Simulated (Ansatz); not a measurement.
Input file:

```yaml
crystal:
  periodic: [false, false, false]
  atoms:
    - {symbol: F, position_ang: [0.000000, 0.000000, 0.000000]}
    - {symbol: Mg, position_ang: [0.000000, 0.000000, 1.699800]}
basis:
  gaussian: {orbitals: 6-31G}
total_charge: 1
magnetization: {spin_polarized: false, initial_magnetization: 2}
correlation: {method: ccsdt_q, electrons: outside_noble_gas}
```

```sh
$ ansatz run in.yaml --threads 1 --pin off --events-out ev --progress --plain --max-ram 2393MiB
```

The program prints:

```
390 factors; integrals over basis functions are off by at most 6.6e-8 eV
mean field evaluation 1: about -8125.1433 eV, gradient 3.0e1 eV
mean field evaluation 2: about -8125.1643 eV, gradient 3.0e1 eV
mean field evaluation 4: about -8126.9174 eV, gradient 1.0e0 eV
mean field evaluation 8: about -8126.9269 eV, gradient 1.2e-3 eV
mean field evaluation 16: about -8126.9055 eV, gradient 2.1e-1 eV
mean field evaluation 32: about -8126.3806 eV, gradient 4.3e-1 eV
mean field evaluation 64: about -8126.9269 eV, gradient 5.4e-2 eV
mean field evaluation 96: about -8126.3282 eV, gradient 3.4e-3 eV
mean field -8126.92693073 eV, -298.6590560754 hartree, gradient 9.3e-7 eV, S^2 2.000000; 8 other end points of the search recorded, 0 dependent functions left out
mean field evaluation 128: about -8126.9490 eV, gradient 2.3e-1 eV
determinant -8126.92693073 eV, -298.6590560754 hartree, with singles and doubles -8129.25777197 eV, -298.7447129111 hartree
determinant -8126.32822222 eV, -298.6370539435 hartree, with singles and doubles -8128.66133142 eV, -298.7227941251 hartree
6 core orbitals not correlated: weight in the atoms' cores, before any rotation towards them, 0.996 or more for the frozen orbitals, at most 0.003 for the correlated occupied ones
reference -8126.92693073 eV, -298.6590560754 hartree; 5, 3 occupied and 11, 13 virtual orbitals, 390 factors
second order -2.17806523 eV of doubles, -0.01233630 eV of singles
cycle   1  -2.30190474 eV  change   -1.1e-1 eV  update   3.0e-2
cycle   2  -2.36186802 eV  change   -6.0e-2 eV  update   1.0e-2
cycle   3  -2.38568203 eV  change   -2.4e-2 eV  update   5.5e-3
cycle   4  -2.38655254 eV  change   -8.7e-4 eV  update   2.3e-3
cycle   5  -2.38553650 eV  change    1.0e-3 eV  update   1.4e-3
cycle   6  -2.38606516 eV  change   -5.3e-4 eV  update   8.8e-4
cycle   7  -2.38657288 eV  change   -5.1e-4 eV  update   6.2e-4
cycle   8  -2.38649106 eV  change    8.2e-5 eV  update   3.4e-4
cycle   9  -2.38643888 eV  change    5.2e-5 eV  update   1.7e-4
cycle  10  -2.38641496 eV  change    2.4e-5 eV  update   8.1e-5
cycle  11  -2.38644531 eV  change   -3.0e-5 eV  update   3.4e-5
cycle  12  -2.38644273 eV  change    2.6e-6 eV  update   1.5e-5
cycle  13  -2.38644652 eV  change   -3.8e-6 eV  update   6.5e-6
cycle  14  -2.38644679 eV  change   -2.7e-7 eV  update   2.7e-6
cycle  15  -2.38644635 eV  change    4.4e-7 eV  update   1.2e-6
cycle  16  -2.38644613 eV  change    2.2e-7 eV  update   5.6e-7
perturbative correction -0.00109630 eV, -0.0000402883 hartree
Total energy: -8129.31447316 eV, -298.7467966413 hartree
```

For the same geometry and basis full CI lies 0.1 meV lower.

Ran on 1 thread of Intel Xeon, shared host: 26 s wall, 0.13 GiB peak host memory.
